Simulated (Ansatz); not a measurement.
Relaxation of C₄H₅ (9 atoms, charge 1, multiplicity 1), to a largest force component of 0.02 eV/Å in at most 40 steps.

Computed with Ansatz, UKS r2SCANh/STO-3G.

```xyz
9
Properties=species:S:1:pos:R:3:forces:R:3
C -0.420 0.803 -1.634 -0.85 1.23 -1.82
C 0.028 0.139 -0.662 0.33 -0.61 1.22
C 0.535 -0.595 0.377 0.89 -0.72 -0.53
C 0.063 -0.466 1.644 -0.35 0.18 0.56
H -0.023 1.762 -1.955 0.60 0.94 -0.08
H -1.252 0.490 -2.259 -0.83 -0.57 -0.44
H 1.333 -1.295 0.148 0.59 -0.54 -0.06
H -0.737 0.219 1.890 -0.87 0.76 0.26
H 0.473 -1.056 2.451 0.48 -0.67 0.89
```

Where does it end, and by what steps?

The forces met the threshold. Limits of this set-up: minimal basis, the dipole of an ion depends on the origin. After 9 steps the energy has fallen by 0.195 eV; H7 moved furthest, 0.07 Å.

| step | energy less start (eV) | largest force component (eV/Å) | accepted |
| --- | --- | --- | --- |
| 0 | 0.0000 | 1.822 | yes |
| 1 | -0.1808 | 0.466 | yes |
| 2 | 0.0062 | 2.168 | no |
| 3 | -0.1865 | 0.277 | yes |
| 4 | -0.1549 | 1.016 | no |
| 5 | -0.1895 | 0.352 | yes |
| 6 | -0.1930 | 0.205 | yes |
| 7 | -0.1947 | 0.132 | yes |
| 8 | -0.1949 | 0.023 | yes |
| 9 | -0.1949 | 0.007 | yes |

```xyz
9
Properties=species:S:1:pos:R:3
C -0.442 0.830 -1.661
C 0.038 0.132 -0.678
C 0.567 -0.629 0.367
C 0.060 -0.466 1.650
H -0.013 1.819 -1.931
H -1.297 0.465 -2.267
H 1.379 -1.347 0.158
H -0.755 0.254 1.866
H 0.464 -1.058 2.497
```

Whether the end is a true minimum wasn't checked by a vibrational analysis.

Run time: 32 s on 1 thread of Arm Neoverse V1 (shared host), peak memory 0.14 GiB.
